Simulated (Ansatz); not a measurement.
**A geometry optimisation of CH4O3 with BLYP-D3(BJ)/def2-SVP**

The starting geometry of this gas-phase triplet was optimised with GFN2-xTB as a singlet; its bonds are those of `OC(O)O`.

```
atom    x (Å)    y (Å)    z (Å)
   C  -0.8271  -0.8935  -1.1964
   O  -2.0533  -1.5561  -1.2884
   O  -0.8591   0.0668  -0.1959
   O   0.1423  -1.8434  -1.0034
   H  -2.7556  -0.9260  -1.4773
   H  -0.5811  -0.3435  -2.1159
   H  -0.9215  -0.3617   0.6685
   H  -0.2317  -2.5587  -0.4706
```

Question: Predict what it relaxes into with BLYP-D3(BJ)/def2-SVP.

Answer: It loosens into CH2O3 + H2, which stay close as a complex. Contacts that open: O3–H7 (0.97 → 2.93 Å), O4–H8 (0.97 → 2.41 Å). Contacts that close: H7–H8 (2.57 → 0.77 Å).

The energy falls by 2.65 eV over 47 steps:

```json
{"step": "1", "E − E(last) (eV)": "2.646"}
{"step": "6", "E − E(last) (eV)": "1.482"}
{"step": "11", "E − E(last) (eV)": "0.264"}
{"step": "16", "E − E(last) (eV)": "0.096"}
{"step": "21", "E − E(last) (eV)": "0.082"}
{"step": "27", "E − E(last) (eV)": "0.072"}
{"step": "32", "E − E(last) (eV)": "0.023"}
{"step": "37", "E − E(last) (eV)": "0.000"}
{"step": "42", "E − E(last) (eV)": "0.000"}
{"step": "47", "E − E(last) (eV)": "0.000"}
```

Final geometry (Å):

```xyz
8

C    -0.8960   -0.5438   -1.5599
O    -2.2231   -1.0339   -1.5271
O    -0.6065    0.3846   -0.6445
O     0.0443   -1.4803   -1.7084
H    -2.2875   -1.5574   -0.6971
H    -0.8355    0.0649   -2.5554
H    -0.8170   -1.9594    1.1065
H    -0.4658   -2.2909    0.5065
```

The end wasn't checked by frequencies. Open shells are spin-unrestricted. The triplet needn't be the ground state. Run with Ansatz 0.2.0, 5 min on 1 thread of Intel(R) Xeon(R) Processor @ 2.50GHz (Skylake/Cascade Lake), with other jobs on the host.
